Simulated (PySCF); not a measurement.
Gas-phase reaction: H₂BNH₂ = BH + 3 H + N

Computed with PySCF and rigid-rotor harmonic-oscillator thermochemistry at 1 bar. † marks an energy on the PBE0/def2-TZVP geometry and frequencies; other levels use their own. CCSD(T) freezes the core. 6-31G* has spherical d functions here. Open shells (unrestricted): H (multiplicity 2), N (multiplicity 4); the rest are closed-shell singlets. B3LYP is the form with VWN-RPA correlation. H₂BNH₂: computed as isolated molecules; such fragments, hydroxides, amides, oligomers or adducts are transient or little studied in the gas. CCSD(T) isn't extrapolated to the basis-set limit.

CCSD(T)/def2-TZVPP† gives ΔH°(298 K) = 1605 kJ.

**Question.** What do B3LYP/6-31G*, HF/def2-TZVP†, ωB97X-V/def2-TZVP† give?

**Answer.** B3LYP/6-31G*: 1661 kJ; HF/def2-TZVP†: 1210 kJ; ωB97X-V/def2-TZVP†: 1667 kJ. For scale, ΔH°(298 K) is 1605 kJ at this level, 1664 kJ at ωB97M-V/def2-TZVP†, and runs from 1191 to 2185 kJ over the 20 levels computed.
